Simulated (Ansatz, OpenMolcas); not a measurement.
# How basis sets differ on SiH2 (SMILES [SiH2])

The species is SiH2 (3 atoms), meant as a singlet with charge 0. As SMILES, `[SiH2]`. Geometry: relaxed at PBE0-D4/def2-TZVP.

```csv
atom,x (Å),y (Å),z (Å)
Si,-0.4912,0.4686,-0.2136
H,0.8403,0.5786,0.5225
H,-0.3491,-1.0472,-0.3089
```

Quantity: the vertical electron affinity (to the doublet anion), in eV. The values are calculated.

The electron affinity is E(neutral) − E(anion): positive where the electron is bound.

```csv
level,kind,program,value (eV)
B3LYP/3-21G,global hybrid,Ansatz,0.79
B3LYP/6-31G* (spherical functions),global hybrid,OpenMolcas,0.79
B3LYP/6-31G* (Cartesian functions),global hybrid,OpenMolcas,0.79
B3LYP/cc-pVDZ,global hybrid,Ansatz,0.75
B3LYP/aug-cc-pVTZ,global hybrid,OpenMolcas,1.15
```

Where it was recorded, the anion's HOMO is positive in B3LYP/6-31G*, B3LYP/6-31G*, B3LYP/aug-cc-pVTZ: a fault of the level (basis or self-interaction), which says nothing on whether the real anion is bound. The values span 0.75 to 1.15 eV.
